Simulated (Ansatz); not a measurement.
**SiP2H (quartet): wave-function methods side by side, cc-pVDZ**

An exercise on one series of results from a longer session: the logs are not shown, and one member is left open.

The runs use Ansatz 0.2.0, Gaussian basis; cc-pVDZ, core rule «outside noble gas», up to 15 orbitals frozen.

The runs, in order: UHF; CCSD(T) on ROHF; CCSD(T) on UHF; BCCD(T) on ROHF; CISD as a restricted active space (open shells left free, so some higher excitations enter); CCSDT(Q) on ROHF; CCSDT(Q) on UHF; CASSCF and NEVPT2, 11 electrons in 11 orbitals.

17 further runs of the same task are left out: 3 that didn't finish, 14 set aside as unsound or not needed. Runs told in other sessions of the task aren't counted.

### The system

The geometry is a PBE0/def2-TZVP stationary point (not a proven minimum) of the parent state, kept for this charge and spin.

4 atoms, charge 0, spin multiplicity 4.

Atoms are counted from 1 here; the program's logs count them from 0.

Bond lengths: P1–P2 1.915 Å, P2–Si3 2.173 Å, Si3–H4 1.525 Å. Angles: P1–P2–Si3 165.2°, P2–Si3–H4 85.8°.

The first run:

Contents of in.yaml:

```yaml
crystal:
  periodic: [false, false, false]
  atoms:
    - {symbol: P, position_ang: [0.000000, -0.059059, 1.943693]}
    - {symbol: P, position_ang: [0.000000, 0.156690, 0.040834]}
    - {symbol: Si, position_ang: [0.000000, -0.156639, -2.108997]}
    - {symbol: H, position_ang: [0.000000, 1.364462, -2.218417]}
basis:
  gaussian: {orbitals: cc-pVDZ}
magnetization: {spin_polarized: true, initial_magnetization: 3}
hamiltonian: {xc: hf}
output: {orbitals: {seedname: orbitals}}
```

Run with:

```
$ ansatz run in.yaml --threads 1 --pin off --events-out ev --progress --plain --max-ram 2393MiB
```

Steps of the session up to this table: UHF; CCSD(T) on ROHF; CCSD(T) on UHF; BCCD(T) on ROHF; CISD as a restricted active space (open shells left free, so some higher excitations enter); CCSDT(Q) on ROHF; CCSDT(Q) on UHF; CASSCF and NEVPT2, 11 electrons in 11 orbitals.

One of the session's tables, all rows but one given; the rest of the session is left out.

```
        method  from RCCSDT(Q) (kJ/mol)
           UHF                   +892.6
          RMP2                   +163.1
          UMP2                   +187.6
          CISD                   +187.3
         RCCSD                    +62.2
         UCCSD                        ?
      RCCSD(T)                    +11.8
      UCCSD(T)                    +12.9
       BCCD(T)                    +11.7
        RCCSDT                     +6.0
        UCCSDT                     +5.3
     RCCSDT(Q)                        0
     UCCSDT(Q)                     -0.5
CASSCF valence                   +696.0
NEVPT2 valence                   +128.6
```

**Question.** Estimate the row for UCCSD.

As computed: from RCCSDT(Q) (kJ/mol): +59.2. In the column «from RCCSDT(Q) (kJ/mol)» it lies between UCCSD(T) (+12.9) and RCCSD (+62.2).

Left out of the table: ROHF (another determinant or state than the rows shown).

To keep in mind: Warnings: spin contamination; coupled cluster took another determinant than the lowest; large T1 diagnostic. Restricted and unrestricted rows rest on different reference determinants; a gap between their highest levels can come from leftover correlation error, from unlike frozen cores or from another state.
